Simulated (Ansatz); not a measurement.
C2H2F2O, SMILES `F[C@@H]1O[C@H]1F`, relaxed with RKS PBE-D4/def2-SVP in the Gaussian-basis code of Ansatz from a rough embedded geometry. The force threshold is 0.03 eV/Å; the program also tests the step.

The species carries charge 0 and has multiplicity 1.

Start:

```xyz
7

F     0.596   -0.100    1.805
C    -0.195    0.290    0.659
O    -1.058   -0.713    0.039
C     0.216   -0.276   -0.666
F    -0.020    0.456   -1.797
H    -0.531    1.324    0.721
H     0.992   -0.982   -0.761
```

| step | energy (eV) | largest force (eV/Å) | largest move (Å) |
| --- | --- | --- | --- |
| 1 | -9568.5927 | 3.381 | 0.000 |
| 2 | -9568.9221 | 1.821 | 0.075 |
| 3 | -9569.0170 | 0.382 | 0.051 |
| 4 | -9569.0248 | 0.179 | 0.015 |
| 5 | -9569.0269 | 0.023 | 0.009 |

End:

```xyz
7

F     0.523   -0.094    1.765
C    -0.140    0.305    0.652
O    -0.963   -0.670    0.049
C     0.192   -0.268   -0.655
F    -0.028    0.438   -1.790
H    -0.570    1.319    0.768
H     0.985   -1.030   -0.789
```

Run time 2.6 s (4 threads of an Intel Xeon Platinum 8488C on a shared host); peak host memory 0.16 GiB.
